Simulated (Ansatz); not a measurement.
in.yaml

```yaml
crystal:
  periodic: [false, false, false]
  atoms:
    - {symbol: Al, position_ang: [0.000000, 0.000000, -2.500267]}
    - {symbol: Ga, position_ang: [0.000000, 0.000000, -0.191867]}
    - {symbol: H, position_ang: [0.000000, 0.000000, 2.692133]}
basis:
  gaussian: {orbitals: 6-31G}
magnetization: {spin_polarized: false, initial_magnetization: 3}
correlation: {method: fic_mrcisd_q, electrons: outside_noble_gas, active_space: {window: {electrons: 5, orbitals: 5}}}
```

```sh
$ ansatz run in.yaml --threads 1 --pin off --events-out ev --progress --plain --max-ram 2393MiB
```

Log:

```
421 factors; integrals over basis functions are off by at most 3.5e-4 eV
mean field evaluation 1: about -58918.4656 eV, gradient 5.1e0 eV
mean field evaluation 2: about -58918.4825 eV, gradient 5.1e0 eV
mean field evaluation 4: about -58919.2596 eV, gradient 1.3e0 eV
mean field evaluation 8: about -58919.2875 eV, gradient 1.1e-1 eV
mean field evaluation 16: about -58918.7113 eV, gradient 3.3e0 eV
mean field evaluation 32: about -58918.9554 eV, gradient 7.7e-2 eV
mean field evaluation 64: about -58919.2547 eV, gradient 5.8e-1 eV
mean field evaluation 96: about -58919.2854 eV, gradient 1.5e-1 eV
mean field evaluation 128: about -58919.2879 eV, gradient 8.6e-7 eV
mean field -58919.28791694 eV, -2165.2438940197 hartree, gradient 8.6e-7 eV, S^2 3.750000; 12 other end points of the search recorded, 0 dependent functions left out
reference -58919.28791694 eV, -2165.2438940197 hartree; 24, 21 occupied and 20, 23 virtual orbitals, 421 factors
state -58919.89871544 eV, -2165.2663404505 hartree
contracted CI cycle   1: correlation 0.00000000 eV, 0.0000000000 hartree, residual 6.45e0 eV
contracted CI cycle   2: correlation -1.61369826 eV, -0.0593023173 hartree, residual 1.47e0 eV
contracted CI cycle   3: correlation -1.69518224 eV, -0.0622967982 hartree, residual 4.36e-1 eV
contracted CI cycle   4: correlation -1.70224926 eV, -0.0625565064 hartree, residual 1.67e-1 eV
contracted CI cycle   5: correlation -1.70317186 eV, -0.0625904115 hartree, residual 6.99e-2 eV
contracted CI cycle   6: correlation -1.70333340 eV, -0.0625963479 hartree, residual 3.28e-2 eV
contracted CI cycle   7: correlation -1.70336989 eV, -0.0625976888 hartree, residual 1.51e-2 eV
contracted CI cycle   8: correlation -1.70337732 eV, -0.0625979620 hartree, residual 5.76e-3 eV
contracted CI cycle   9: correlation -1.70337833 eV, -0.0625979991 hartree, residual 1.91e-3 eV
contracted CI cycle  10: correlation -1.70337845 eV, -0.0625980033 hartree, residual 6.22e-4 eV
state -58919.89871544 eV, -2165.2663404505 hartree; corrected -58921.76377275 eV, -2165.3348800426 hartree
Total energy: -58921.76377275 eV, -2165.3348800426 hartree
```

Natural occupations: 1.8090 1.0000 1.0000 1.0000 0.1910.

For the same geometry and basis full CI lies 26.7 meV lower.

Ran on 1 thread of Arm Neoverse V2, shared host: 3 s wall, 0.23 GiB peak host memory.
